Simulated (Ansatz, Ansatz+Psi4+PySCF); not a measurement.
```xyz
2

B     0.0000    0.0000    0.0000
N     0.0000    0.0000    1.5900
```

Basis set: cc-pVTZ (spherical functions). Left uncorrelated: 2 orbitals. Correlation on ROHF uses semicanonical orbitals with singles. Charge 0, multiplicity 3.

Computed with Ansatz (development build ahead of 0.2.0); each method stands on the lowest determinant of its kind that the runs found.

The atomization energy at this shape (free ground-state atoms in the same class of orbitals less the molecule, no zero-point energy) of triplet BN:

```json
{"method": "ROHF-MP2", "atomization energy": "2.91 eV"}
{"method": "UHF-MP2", "atomization energy": "2.75 eV"}
{"method": "UHF-CCSD(T)", "atomization energy": "3.01 eV"}
{"method": "UHF-CCSD", "atomization energy": "2.84 eV"}
{"method": "UHF-CCSDT", "atomization energy": "2.96 eV"}
{"method": "ROHF-CCSD(T)", "atomization energy": "2.95 eV"}
{"method": "UHF", "atomization energy": "1.69 eV"}
```

(1) What does ROHF give?

## Answers

(1) 1.59 eV. Caution: another spin multiplicity may lie lower; the shape is not the minimum. Caution for ROHF-MP2, ROHF-CCSD(T): a plain start can end on a higher determinant. Caution for ROHF-MP2, UHF-CCSD(T), UHF-CCSDT, ROHF-CCSD(T): another reference gives a lower total. Caution for UHF-MP2, UHF-CCSD(T), UHF-CCSD, UHF-CCSDT: large amplitudes, a single reference is doubtful. Caution for UHF-MP2, UHF-CCSD(T), UHF-CCSD, UHF-CCSDT, UHF: the determinant breaks the point group; the unrestricted determinant is spin contaminated.
